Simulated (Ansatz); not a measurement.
**AlBGeH, quartet in cc-pVDZ: errors against UCCSDT(Q)**

Geometry: a PBE0/def2-TZVP stationary point for this spin, not checked as a minimum.

```xyz
4

Al    0.0000    0.2264    1.7059
Ge    0.0000    0.1417   -0.7424
B     0.0000   -1.5656    0.4266
H     0.0000    0.5205    3.2642
```

Basis cc-pVDZ; Ansatz 0.2.0. Only valence electrons are correlated (noble-gas cores and the filled d shells of p-block atoms frozen), which leaves 11 electrons in 44 orbitals. Prefix R: restricted or restricted open-shell reference; prefix U: unrestricted. Active spaces: pair = (5e, 5o) about the gap. No spin–orbit coupling is included, and no scalar relativity.

Full CI isn't at hand for all of this; UCCSDT(Q) serves as the reference, and is uncertain by about the last step of the cluster series. The frozen core follows each run's orbitals, which can shift R against U totals by a few meV for light atoms and by up to 0.1 eV past Ca.

```
UHF ⟨S²⟩                          : 3.793
T1 diagnostic (RCCSD)             : 0.0395
largest doubles amplitude (RCCSD) : 0.067
T1 diagnostic (UCCSD)             : 0.0309
```

| level | E − E(RHF) (eV) |
| --- | --- |
| UHF | -0.1531 |
| UMP2 | -5.0094 |
| UCCSD | -6.0095 |
| UCCSD(T) | -6.3223 |

Q: Estimate how far UCCSDT(Q) in cc-pVDZ lies from UCCSD(T). The table doesn't fix it; the size of (T) and the diagnostics are the guide.

A: UCCSDT(Q) in cc-pVDZ lies 1.92 kcal/mol below UCCSD(T), which is 27 % of the (T) step (-7.21 kcal/mol). T1 is raised, and the rest is a large part of (T). The miss exceeds 1 kcal/mol.

The other levels:

| level | E − E(UCCSDT(Q)) (kcal/mol) | share of correlation (%) | wall time |
| --- | --- | --- | --- |
| UCCSDT | 0.65 | 99.56 | – |

The correlation energy at UCCSDT(Q), counted from RHF, is -6.405 eV. That run took 31 s on 1 thread of Intel Xeon 6975P-C, shared host.

Run but not shown, since their state or frozen core can't be matched to the reference's or they repeat it: RHF, RMP2, CISD, RCCSD, RCCSD(T), BCCD(T), RCCSDT, RCCSDT(Q), CASSCF (pair space), MRCISD (pair space), MRCISD+Q (pair space).

Times hold each run's SCF and search for its determinant on a shared host, so for small cases they say little of a method's own cost; they ran on 1 thread of Intel Xeon 6975P-C.
